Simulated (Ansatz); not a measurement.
**doublet OF: levels of theory in one basis**

```yaml
atoms:
  - { symbol: O, position_ang: [0.0000, 0.0000, 0.0000] }
  - { symbol: F, position_ang: [0.0000, 0.0000, 1.4217] }
```

Basis set: def2-SVP (spherical functions). Frozen core: 2 orbitals. Correlation on ROHF uses semicanonical orbitals with singles. Charge 0, multiplicity 2.

Computed with Ansatz (development build ahead of 0.2.0); each method stands on the lowest determinant of its kind that the runs found.

| method | E − E(ROHF) (eV) | <S²> of the determinant |
| --- | --- | --- |
| ROHF | 0.00 | 0.75 |
| UHF | -0.21 | 0.89 |
| ROHF-MP2 | -9.40 | – |
| ROHF-CCSD(T) | -10.13 | – |
| UHF-CCSD(T) | -10.12 | 0.89 |

What does UHF-MP2 give on the same scale?

-9.02 eV.

Caution for UHF, UHF-MP2, UHF-CCSD(T): the unrestricted determinant is spin contaminated.
